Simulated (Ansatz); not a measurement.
Geometry optimisation, Ansatz, RKS BLYP-D4/def2-SVP.

The input (input.yaml):

```yaml
crystal:
  periodic: [false, false, false]
  atoms:
    - { symbol: Al, position_ang: [-0.001088, -0.004149, -0.93579] }
    - { symbol: "N", position_ang: [1.610869, -0.108951, 1.728388] }
    - { symbol: H, position_ang: [0.75054, -0.651292, 1.877867] }
    - { symbol: H, position_ang: [1.363441, 0.885918, 1.648935] }
    - { symbol: H, position_ang: [2.068215, -0.422015, 0.845919] }
    - { symbol: H, position_ang: [-1.256878, 0.300488, 0.141082] }
basis:
  gaussian: { orbitals: def2-SVP }
hamiltonian:
  xc: blyp
  dispersion: d4
relax:
  f_tol: 0.03
  max_steps: 50
output:
  orbitals: {}
```

Launched with:

```bash
$ ansatz run input.yaml --threads 1 --pin off --max-ram 2048MiB --backend cpu --events-out ev --progress --plain --runs-dir out
```

Problem. Where does it end, and by what steps?

Solution. The run converged. The force dipped under the threshold on the way, but the program's further checks kept it going. After 18 steps the energy has fallen by 0.573 eV; H6 moved furthest, 1.12 Å. Joined: Al1–N2 (3.12 → 2.30 Å).

| step | energy less start (eV) | largest force component (eV/Å) | accepted |
| --- | --- | --- | --- |
| 0 | 0.0000 | 0.537 | yes |
| 1 | 0.0151 | 0.929 | no |
| 2 | -0.0107 | 0.293 | yes |
| 3 | -0.0175 | 0.277 | yes |
| 4 | -0.0207 | 0.149 | yes |
| 5 | -0.0224 | 0.067 | yes |
| 6 | -0.0267 | 0.243 | yes |
| 7 | -0.0274 | 0.523 | yes |
| 8 | -0.0484 | 0.239 | yes |
| 9 | -0.0567 | 0.421 | yes |
| 10 | -0.2036 | 1.909 | yes |
| 11 | -0.5385 | 0.189 | yes |
| 12 | -0.5609 | 0.085 | yes |
| 13 | -0.5418 | 0.568 | no |
| 14 | -0.5662 | 0.103 | yes |
| 15 | -0.5687 | 0.188 | yes |
| 16 | -0.5722 | 0.016 | yes |
| 17 | -0.5719 | 0.058 | no |
| 18 | -0.5726 | 0.010 | yes |

```xyz
6
Properties=species:S:1:pos:R:3
Al -0.095 0.673 -0.543
N 1.230 0.111 1.253
H 0.655 0.007 2.104
H 1.993 0.766 1.476
H 1.662 -0.814 1.093
H -0.910 -0.743 -0.077
```

Time of the run: 18 s on 1 thread of Arm Neoverse V2 (shared host), peak memory 0.1 GiB.
